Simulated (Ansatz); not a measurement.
# CH2NaO+ (SMILES [CH2+][O][Na]): single points off equilibrium

The task here is to estimate one member of a computed series from the others.

Program: Ansatz 0.2.0, Gaussian basis. Level of theory: single points in def2-TZVPP. These are calculated values, not measurements.

Cores are frozen in the correlated methods. The outer core shell of Li, Na, Mg and K is correlated.

## Starting geometry

SMILES `[CH2+][O][Na]`, 5 atoms, charge 1, spin multiplicity 1.

Atoms are counted from 1 here; the program's logs count them from 0.

Bond lengths: C1–O2 1.198 Å, C1–H4 1.122 Å, C1–H5 1.032 Å, O2–Na3 2.071 Å. Angles: O2–C1–H4 120.2°, O2–C1–H5 120.0°, H4–C1–H5 119.9°, C1–O2–Na3 177.7°.

Coordinates:

```xyz
5
CH2NaO
C    -0.6094    0.1803   -0.2635
O     0.4504   -0.1063    0.2164
Na    2.2838   -0.6683    0.9976
H    -0.8430    1.2476   -0.5186
H    -1.3100   -0.5555   -0.4422
```

The first run:

Input file run/in.yaml:

```yaml
crystal:
  periodic: [false, false, false]
  atoms:
    - {symbol: C, position_ang: [-0.609400, 0.180300, -0.263500]}
    - {symbol: O, position_ang: [0.450400, -0.106300, 0.216400]}
    - {symbol: Na, position_ang: [2.283800, -0.668300, 0.997600]}
    - {symbol: H, position_ang: [-0.843000, 1.247600, -0.518600]}
    - {symbol: H, position_ang: [-1.310000, -0.555500, -0.442200]}
basis:
  gaussian: {orbitals: def2-TZVPP}
total_charge: 1
correlation: {method: ccsd_t}
output: {forces: true}
```

No record of the launch command was kept for these runs.

Among the steps run: CCSD(T)/def2-TZVPP; PBE0-D4/def2-TZVPP; wB97M-V/def2-TZVPP; r2SCAN-D4/def2-TZVPP; PBE-D4/def2-TZVPP; SPW92/def2-TZVPP; revPBE-D4/def2-TZVPP.

One table of the session follows, with a row left open; its other results are not shown here.

| method | RMS force component (eV/Å) | angle to CCSD(T) forces (°) |
| --- | --- | --- |
| CCSD(T) | 1.102 | reference |
| PBE0-D4 | ? | ? |
| wB97M-V | 1.019 | 12.8 |
| r2SCAN-D4 | 1.044 | 11.8 |
| PBE-D4 | 1.146 | 7.9 |
| SPW92 | 1.113 | 18.7 |
| revPBE-D4 | 1.178 | 7.9 |

**Question.** Estimate the row for PBE0-D4.

**Answer.** RMS force component (eV/Å): 1.031; angle to CCSD(T) forces (°): 18.3. In the column «RMS force component (eV/Å)» it lies between wB97M-V (1.019) and r2SCAN-D4 (1.044).
